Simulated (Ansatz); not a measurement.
## Rh (model structure, started from the beta-Sn type, I4₁/amd, No. 141, 2 atoms in the cell)

These are r²SCAN (PAW; Ansatz, a quantum-chemistry and plane-wave program) values and carry that method's errors.

Run with plane-wave cutoff 500 eV, 32×32×32 k mesh, Fermi–Dirac smearing 0.1 eV, no spin polarisation, scalar-relativistic PAW data made under PBE.

Cell (relaxed at this level):

Rh has the tetragonal space group I4₁/amd, origin choice 1 (No. 141), Pearson symbol tI4. Cell: a = b = 4.749 Å, c = 2.705 Å, α = β = γ = 90.00°. Rh on 4a sees 4 Rh at 2.469 Å and 2 Rh at 2.705 Å and 4 Rh at 3.123 Å. (Neighbours: up to the widest gap in distance over summed covalent radii, below 1.35, at either atom.)
(The calculation used a cell of 2 atoms; values per cell refer to that cell.)

| Quantity | Result |
|---|---|
| band gap | zero (no gap) |

Note: the relaxation could raise the start's symmetry but not lower it, so the cell can be a saddle point.

Spin–orbit coupling is not included.

Computed values are for the static lattice.

The result took very roughly 14 core-minutes.

A model structure was made by putting elements into a prototype or built by hand; it is no filed structure, need not be a known phase, and can be a saddle point held by its symmetry.
